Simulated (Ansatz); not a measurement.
Reaction (SMILES): F[B]F → B atom + 2 F atom
B3LYP-D3(BJ)/def2-TZVP geometries, fixed; electronic energies without zero-point terms.

Basis-set convergence of the atomisation energy at B2PLYP with Ansatz (an electronic-structure program). All functions are spherical. Cores are frozen. Open shells are unrestricted. No added dispersion term, no relativity. Functions are those of the species that has most. Reference: the value in aug-pcseg-3, 299.31 kcal/mol, itself unsure by roughly 0.63 kcal/mol (its mean distance from aug-cc-pVQZ, cc-pV5Z, def2-QZVPPD). Deviations are taken from unrounded values.

```json
[
 {"basis": "cc-pVDZ", "functions": "42", "atomisation energy (kcal/mol)": "283.63"},
 {"basis": "aug-cc-pVDZ", "functions": "69", "atomisation energy (kcal/mol)": "282.15"},
 {"basis": "def2-SVP", "functions": "42", "atomisation energy (kcal/mol)": "298.89"},
 {"basis": "def2-SVPD", "functions": "66", "atomisation energy (kcal/mol)": "294.94"},
 {"basis": "pcseg-1", "functions": "42", "atomisation energy (kcal/mol)": "288.45"},
 {"basis": "aug-pcseg-1", "functions": "69", "atomisation energy (kcal/mol)": "290.62"},
 {"basis": "6-311G**", "functions": "54", "atomisation energy (kcal/mol)": "287.95"},
 {"basis": "6-311+G**", "functions": "66", "atomisation energy (kcal/mol)": "285.91"},
 {"basis": "cc-pVTZ", "functions": "90", "atomisation energy (kcal/mol)": "297.69"},
 {"basis": "aug-cc-pVTZ", "functions": "138", "atomisation energy (kcal/mol)": "296.83"},
 {"basis": "pcseg-2", "functions": "90", "atomisation energy (kcal/mol)": "297.86"},
 {"basis": "aug-pcseg-2", "functions": "138", "atomisation energy (kcal/mol)": "298.45"},
 {"basis": "def2-TZVPP", "functions": "93", "atomisation energy (kcal/mol)": "296.76"},
 {"basis": "def2-TZVPPD", "functions": "117", "atomisation energy (kcal/mol)": "296.34"},
 {"basis": "cc-pVQZ", "functions": "165", "atomisation energy (kcal/mol)": "298.99"},
 {"basis": "aug-cc-pVQZ", "functions": "240", "atomisation energy (kcal/mol)": "298.72"},
 {"basis": "def2-QZVPP", "functions": "171", "atomisation energy (kcal/mol)": "298.33"},
 {"basis": "def2-QZVPPD", "functions": "195", "atomisation energy (kcal/mol)": "298.28"},
 {"basis": "pcseg-3", "functions": "180", "atomisation energy (kcal/mol)": "299.17"},
 {"basis": "aug-pcseg-3", "functions": "255", "atomisation energy (kcal/mol)": "299.31"}
]
```

What the diffuse functions change, pair by pair:
- cc-pVDZ to aug-cc-pVDZ: 27 more functions, deviation -15.68 to -17.16 kcal/mol
- def2-SVP to def2-SVPD: 24 more functions, deviation -0.42 to -4.37 kcal/mol
- pcseg-1 to aug-pcseg-1: 27 more functions, deviation -10.86 to -8.69 kcal/mol
- 6-311G** to 6-311+G**: 12 more functions, deviation -11.35 to -13.39 kcal/mol
- cc-pVTZ to aug-cc-pVTZ: 48 more functions, deviation -1.62 to -2.47 kcal/mol
- pcseg-2 to aug-pcseg-2: 48 more functions, deviation -1.45 to -0.85 kcal/mol
- def2-TZVPP to def2-TZVPPD: 24 more functions, deviation -2.55 to -2.97 kcal/mol
- cc-pVQZ to aug-cc-pVQZ: 75 more functions, deviation -0.31 to -0.59 kcal/mol
- def2-QZVPP to def2-QZVPPD: 24 more functions, deviation -0.98 to -1.02 kcal/mol
- pcseg-3 to aug-pcseg-3: 75 more functions, deviation -0.14 to 0.00 kcal/mol

Leaving out the reference's own pair, they bring the value nearer the reference by more than 0.63 kcal/mol in 1 of 9 pairs.
